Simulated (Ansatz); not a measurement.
# LiMgH (singlet): wave-function methods side by side at distance Li1–Mg2 = 5.118 Å, cc-pVTZ

Aim: climb from Hartree-Fock through coupled cluster for LiMgH (singlet) at one geometry and basis, and see what each rung misses.

Computed with Ansatz 0.2.0, Gaussian basis. Level: cc-pVTZ, core rule «outside noble gas», up to 6 orbitals frozen.

To be run: UHF; CCSD(T) on RHF; CCSD(T) on UHF; BCCD(T) on RHF; CCSDT(Q) on RHF; CCSDT(Q) on UHF; Full CI.

39 further runs of the same task are left out: 22 for a known fault of the program, 9 that didn't finish, 8 set aside as unsound or not needed. Runs told in other sessions of the task aren't counted.

### 1 What is computed

The geometry derives from a PBE0/def2-TZVP stationary point (not a proven minimum). One bond is set to the value named and the two fragments are kept rigid.

3 atoms, charge 0, spin multiplicity 1.

Atoms are counted from 1 here; the program's logs count them from 0.

Bond lengths: Mg2–H3 1.746 Å.

### 2 UHF

in.yaml

```yaml
crystal:
  periodic: [false, false, false]
  atoms:
    - {symbol: Li, position_ang: [0.000000, 0.000000, 3.994100]}
    - {symbol: Mg, position_ang: [0.000000, 0.000000, -1.123900]}
    - {symbol: H, position_ang: [0.000000, 0.000000, -2.870200]}
basis:
  gaussian: {orbitals: cc-pVTZ}
magnetization: {spin_polarized: true, initial_magnetization: 0}
hamiltonian: {xc: hf}
output: {orbitals: {seedname: orbitals}}
```

Launch:

```sh
> ansatz run in.yaml --threads 1 --pin off --events-out ev --progress --plain --max-ram 2393MiB
```

Further steps of the session: CCSD(T) on RHF; CCSD(T) on UHF; BCCD(T) on RHF; CCSDT(Q) on RHF; CCSDT(Q) on UHF; Full CI.

**Question.** What will the summary of the whole plan be? Wanted: FCI from the RHF energy; RMP2 from FCI; UMP2 from FCI; RCCSD from FCI; RCCSD(T) from FCI; UCCSD(T) from FCI; RCCSDT(Q) from FCI; UCCSDT(Q) from FCI; T1 diagnostic.

The runs gave:

| quantity | value |
| --- | --- |
| FCI from the RHF energy | -2.2872 eV |
| RMP2 from FCI | +756.0 meV |
| UMP2 from FCI | +416.4 meV |
| RCCSD from FCI | +89.3 meV |
| RCCSD(T) from FCI | +16.5 meV |
| UCCSD(T) from FCI | +53.3 meV |
| RCCSDT(Q) from FCI | +0.5 meV |
| UCCSDT(Q) from FCI | +1.1 meV |
| levels within 1 kcal/mol (43 meV) | RCCSD(T), BCCD(T), RCCSDT, UCCSDT, RCCSDT(Q), UCCSDT(Q) |
| T1 diagnostic | 0.068 |
| effectively unpaired electrons | 1.04 |

**Reading.** RCCSD(T) misses by +16.5 meV, 0.7 % of the correlation energy. CCSD(T) misses by +16.5 meV on the restricted determinant and by +53.3 meV on the unrestricted one; the two need not hold the same state or core. With 1.0 effectively unpaired electrons against 0 the state is strongly multireference. Coupled cluster on one determinant still stays close here. These misses are within one basis, not against nature.
